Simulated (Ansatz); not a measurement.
**SiH− (singlet): wave-function methods side by side at distance Si1–H2 = 1.382 Å, aug-cc-pVDZ**

Aim: climb from Hartree-Fock through coupled cluster and multireference methods for SiH− (singlet) at one geometry and basis, and see what each rung misses.

Method: aug-cc-pVDZ, core rule «outside noble gas», up to 5 orbitals frozen; program: Ansatz 0.2.0, Gaussian basis.

To be run: UHF; CCSD(T) on RHF; CCSD(T) on UHF; BCCD(T) on RHF; CISD; CCSDT(Q) on RHF; CCSDT(Q) on UHF; CASSCF and MRCISD+Q, 2 electrons in 2 orbitals; CASSCF and NEVPT2, 2 electrons in 2 orbitals; CASSCF and MRCISD+Q, 6 electrons in 5 orbitals; CASSCF and NEVPT4(SD), 6 electrons in 5 orbitals; CASSCF and NEVPT2, 6 electrons in 5 orbitals; Full CI.

27 further runs of the same task are left out: 8 for a known fault of the program, 13 that didn't finish, 6 set aside as unsound or not needed. Runs told in other sessions of the task aren't counted.

## (1) The system

The geometry derives from a PBE0/def2-TZVPD stationary point (not a proven minimum). One bond is set to the value named and the two fragments are kept rigid.

2 atoms, charge -1, spin multiplicity 1.

Atoms are counted from 1 here; the program's logs count them from 0.

Bond lengths: Si1–H2 1.382 Å.

## (2) UHF

in.yaml reads:

```yaml
crystal:
  periodic: [false, false, false]
  atoms:
    - {symbol: Si, position_ang: [0.000000, 0.000000, 0.000000]}
    - {symbol: H, position_ang: [0.000000, 0.000000, 1.382000]}
basis:
  gaussian: {orbitals: aug-cc-pVDZ}
total_charge: -1
magnetization: {spin_polarized: true, initial_magnetization: 0}
hamiltonian: {xc: hf}
output: {orbitals: {seedname: orbitals}}
```

Command:

```bash
ansatz run in.yaml --threads 1 --pin off --events-out ev --progress --plain --max-ram 2393MiB
```

Further steps of the session: CCSD(T) on RHF; CCSD(T) on UHF; BCCD(T) on RHF; CISD; CCSDT(Q) on RHF; CCSDT(Q) on UHF; CASSCF and MRCISD+Q, 2 electrons in 2 orbitals; CASSCF and NEVPT2, 2 electrons in 2 orbitals; CASSCF and MRCISD+Q, 6 electrons in 5 orbitals; CASSCF and NEVPT4(SD), 6 electrons in 5 orbitals; CASSCF and NEVPT2, 6 electrons in 5 orbitals; Full CI.

**Question.** What will the summary of the whole plan be? Wanted: FCI from the RHF energy; RMP2 from FCI; RCCSD from FCI; RCCSD(T) from FCI; RCCSDT(Q) from FCI; T1 diagnostic; effectively unpaired electrons.

As calculated:

```
                         quantity              value
          FCI from the RHF energy         -3.6243 eV
                    RMP2 from FCI        +1039.7 meV
                   RCCSD from FCI         +296.1 meV
                RCCSD(T) from FCI         +163.4 meV
               RCCSDT(Q) from FCI           -8.0 meV
levels within 1 kcal/mol (43 meV)  RCCSDT, RCCSDT(Q)
                    T1 diagnostic              0.014
   effectively unpaired electrons               2.05
```

**Reading.** RCCSD(T) misses by +163.4 meV, 4.5 % of the correlation energy. RCCSDT(Q) falls below full CI, which methods that aren't variational can do. The occupations show strong static correlation (2.1 unpaired electrons where one determinant has 0). These misses are within one basis, not against nature.

The restricted and unrestricted ladders end 0.67 eV apart at CCSDT(Q), which points to two states or an unsound top rung; rows of one don't measure the error of the other.
